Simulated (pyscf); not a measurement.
H₂P–GeH₃ (SMILES [PH2][GeH3]) -> PH₃ (SMILES P) + GeH₂ (SMILES [GeH2]) [singlet], a 1,1-elimination (singlet surface; Ge–P, Ge–H broken, H–P formed). Single points on ωB97X-D3(BJ)/def2-SVP structures (PySCF, gas phase). Correlated levels are frozen-core, on RHF or UHF. ΔMP2 is the change of the MP2 total energy from the triple- to the quadruple-zeta basis. Energies in kcal/mol from the reactant's lowest minimum found.

Small-basis levels: PySCF, no dispersion term, spherical d functions. 

Q: Quick HF/STO-3G single points give ΔE‡ = 134.4 kcal/mol and ΔE = +83.2 kcal/mol. What does CCSD(T)/def2-TZVPP + ΔMP2(QZVPP) give, and how far is the quick result from it?

A: CCSD(T)/def2-TZVPP + ΔMP2(QZVPP) gives ΔE‡ = 64.3 kcal/mol and ΔE = +46.2 kcal/mol. HF/STO-3G lies 70.1 kcal/mol over it in the barrier and 37.0 kcal/mol over it in the reaction energy, so on this step it does not hold to within 3.0 kcal/mol. CCSD(T)/def2-TZVPP + ΔMP2(QZVPP) has limits of its own. On the product side the descent ends in an adduct with a Ge–P contact, 26.8 kcal/mol under the separated species and 45.3 kcal/mol under the saddle at ωB97X-D3(BJ)/def2-TZVP. What is counted as broken (Ge–P) persists as a longer contact in the product adduct; parting that adduct is a step of its own. At ωB97X-D3(BJ) the barrier from the zero used here is 69.2 kcal/mol. The same reactants have a lower exit, to H₂P–GeH: [singlet] + H₂ (barrier +53.2 kcal/mol at ωB97M-D3(BJ), against +67.2 kcal/mol here). One saddle was located; it need not be the lowest between these sides. The CCSD(T) − MP2 part came from Ansatz, without density fitting, on the same reference. The frozen core leaves the outer d or s,p core shells of the metals and heavy elements correlated in the MP2 and CC values, and def2-TZVPP describes them poorly, which can shift differences by a few kcal/mol. In the def2 sets elements up to Kr have no core potential.
